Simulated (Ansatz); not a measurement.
Rock-salt HfC was calculated with PBEsol-D3(BJ) in Ansatz (plane waves, PAW).

Numerical settings: plane-wave cutoff 520 eV, 20×20×20 k mesh, Fermi–Dirac smearing 0.05 eV, scalar-relativistic PAW data made under PBE.

A third-order Birch–Murnaghan fit to the energies gives V0 = 11.980 Å³/atom, B0 = 258 GPa, B′ = 3.9.

```json
[
 {"V (Å³/atom)": "11.261", "P (GPa)": "…"},
 {"V (Å³/atom)": "11.501", "P (GPa)": "11.42"},
 {"V (Å³/atom)": "11.740", "P (GPa)": "5.43"},
 {"V (Å³/atom)": "11.980", "P (GPa)": "0.00"},
 {"V (Å³/atom)": "12.219", "P (GPa)": "…"},
 {"V (Å³/atom)": "12.459", "P (GPa)": "-9.39"},
 {"V (Å³/atom)": "12.699", "P (GPa)": "-13.43"}
]
```

### Question
Estimate the withheld pressures from this fit; the answers are the runs' own values.

### Answer

- 11.261, P (GPa): 18.04
- 12.219, P (GPa): -4.92

The formula P = (3/2) B0 (x^(7/3) − x^(5/3)) [1 + (3/4)(B′ − 4)(x^(2/3) − 1)] with x = V0/V meets the computed pressures within 0.03 GPa when these rounded values are put in.

Measured, for comparison: bulk modulus 242 GPa (room temperature, not corrected to a static lattice, our sources range from 242 to 286; as tabulated in Synthesis of Binary Transition Metal Nitrides, Carbides and Borides from the …); equilibrium volume per atom 12.47 Å³/atom (temperature not stated, not corrected to a static lattice; as tabulated in Zhang et al. (2018), doi:10.1088/1367-2630/aac7f0). Computed (rounded) less measured: bulk modulus not scored (sources differ), equilibrium volume per atom -3.9 %.

Spin–orbit coupling is not included.

Static lattice: no zero-point or thermal effects.

Computing time: roughly 80 core-seconds.

Ansatz is a quantum-chemistry and plane-wave program.
